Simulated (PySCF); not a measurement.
Compound: C6H11 (doublet state).
Geometry (GFN2-xTB, Å), atoms numbered from 1 in this order:
```xyz
17
C6H11 angstrom
C      2.4427   -0.8913    0.0760
C      1.8200   -0.0146   -0.7721
C      0.5104    0.4183   -0.7113
C     -0.5123    0.0169    0.2954
C     -1.6091   -0.8151   -0.3836
C     -1.1268    1.2600    0.9479
H      1.9386   -1.3418    0.9114
H      3.4723   -1.1619   -0.0699
H      2.4173    0.3853   -1.5843
H      0.1650    1.1072   -1.4696
H     -0.0509   -0.5932    1.0751
H     -2.3605   -1.1146    0.3439
H     -1.1814   -1.7095   -0.8308
H     -2.0956   -0.2352   -1.1650
H     -0.3593    1.8401    1.4554
H     -1.8815    0.9704    1.6761
H     -1.5958    1.8910    0.1958
```

The hyperfine couplings belong to this conformer and change with its torsions.

The species is `[CH2]/C=C\C(C)C` [radical].

Method: UKS B3LYP, pcH-1 on C H, non-relativistic, mean-field spin-orbit, GIAO in PySCF 2.14.0. Geometry: GFN2-xTB, one conformer, isolated molecule. The geometry wasn't refined by DFT: couplings that depend on bond lengths, twists or pyramidal angles can differ widely from those at the functional's own minimum. No stability test was run, so a lower SCF solution isn't excluded. ⟨S²⟩ is 0.775 where a pure state has 0.75.

Principal values of hyperfine tensors in MHz (contact and dipolar terms together), for some of the nuclei:

| atom | isotope | A1 | A2 | A3 |
| --- | --- | --- | --- | --- |
| C3 | 13C | 5.26 | 7.15 | 161.25 |
| C1 | 13C | 3.01 | 4.75 | 153.69 |
| C2 | 13C | -75.72 | -37.12 | -30.38 |
| H10 | 1H | -66.61 | -42.02 | -15.82 |
| H8 | 1H | -66.00 | -41.44 | -16.17 |
| H7 | 1H | -61.12 | -40.65 | -16.39 |
| C5 | 13C | 32.16 | 32.29 | 40.10 |
| C4 | 13C | -19.44 | -17.80 | -17.65 |

(1) Split each tensor into its isotropic and traceless parts, and turn a_iso into mT with g = 2.0026.

(2) What spin density at the nucleus of C5 lies behind its contact coupling (g_N = 1.40482)?

(3) C6 (13C, g_N = 1.40482) isn't in the table. Its spin density at the nucleus is 0.02435 bohr⁻³. What is its contact coupling?

(4) What first-order splitting does C2 cause when the field lies along A1, A2 or A3 of its tensor (g taken as isotropic, no quadrupole term)?

Results:

(1) a_iso is a third of the trace, T = A − a_iso, and a(mT) = a(MHz)/(g × 13.996).

```tsv
atom	a_iso (MHz)	a_iso (mT)	T1	T2	T3
C3	57.89	2.065	-52.63	-50.74	103.36
C1	53.82	1.920	-50.80	-49.07	99.87
C2	-47.74	-1.703	-27.98	10.62	17.36
H10	-41.48	-1.480	-25.13	-0.54	25.66
H8	-41.20	-1.470	-24.80	-0.24	25.04
H7	-39.39	-1.405	-21.73	-1.26	23.00
C5	34.85	1.243	-2.69	-2.56	5.25
C4	-18.30	-0.653	-1.14	0.49	0.65
```

(2) a_FC = 800.24 MHz bohr³ × g_N × ρ(0)/(2S). With a_FC = 34.85 MHz and 2S = 1, ρ(0) = 0.031 bohr⁻³.

(3) By the same relation, a_FC = 27.4 MHz. Its full tensor has the principal values 25.17, 25.22, 31.74 MHz.

(4) 2 lines (I = 1/2), spaced by |A_i|/(g × 13.996): 2.70, 1.32, 1.08 mT along the axes of A1, A2 and A3.

On an AMD EPYC with one thread (shared host), this took 75 s wall (grids of density and orbitals included) and 0.97 GiB of memory at its peak.
